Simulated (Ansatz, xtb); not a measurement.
Two structures of OSSi

We compare X, a singlet given by its coordinates, with Y, `O=[Si]=S`, a singlet. Both are isolated molecules in the gas phase, relaxed with PBE0-D4/def2-TZVP.

X (Å):

```
atom    x (Å)    y (Å)    z (Å)
   O   1.4865   0.5586  -0.3699
   S  -0.2251   0.3734   0.1297
  Si   1.0886  -0.9986  -0.7498
```

Close contacts (Å): O1–S2 1.79, O1–Si3 1.65, S2–Si3 2.09.

Y (Å):

```xyz
3

O     0.0000    0.0000   -1.6429
S     0.0000    0.0000    1.7788
Si    0.0000    0.0000   -0.1359
```

**Question.** Estimate E(Y) − E(X) at the level CCSD(T)/def2-TZVPP.

**Answer.** Calculated at CCSD(T)/def2-TZVPP: E(Y) − E(X) = −31.5 kcal/mol, so structure Y lies lower.

The same difference at several levels:

```
             level           geometry  E(Y) − E(X) (kcal/mol)  departure from the last row (kcal/mol)  job, with rough time for the two
          GFN2-xTB           GFN2-xTB                     −63.9                                   −32.5               optimisation, 1.4 s
         HF/STO-3G           GFN2-xTB                     +25.0                                   +56.4               single point, 1.8 s
r2SCAN-D4/def2-SVP           GFN2-xTB                     −35.7                                    −4.2                 single point, 8 s
 PBE0-D4/def2-TZVP  PBE0-D4/def2-TZVP                     −29.6                                    +1.9                optimisation, 50 s
     HF/def2-TZVPP  PBE0-D4/def2-TZVP                     −32.0                                    −0.5           part of the CCSD(T) run
    MP2/def2-TZVPP  PBE0-D4/def2-TZVP                     −37.0                                    −5.6           part of the CCSD(T) run
CCSD(T)/def2-TZVPP  PBE0-D4/def2-TZVP                     −31.5                                                        single point, 32 s
```

HF/STO-3G puts the two in the other order. The largest departure from CCSD(T)/def2-TZVPP is that of HF/STO-3G, 56.4 kcal/mol.

With harmonic frequencies from PBE0-D4/def2-TZVP (ideal gas, rigid rotor, one conformer each, 298.15 K, 1 atm): the zero-point term adds +0.7 kcal/mol; ΔH is −30.6 and ΔG −29.4 kcal/mol.

The T1 diagnostic of structures X and Y is large, so the coupled-cluster value is less sure. The correlated steps freeze 11 core orbitals. Codes used: Ansatz 0.2.0, xtb 6.7.1; the last row on 1 thread of AMD EPYC (Zen 3) on a shared host.
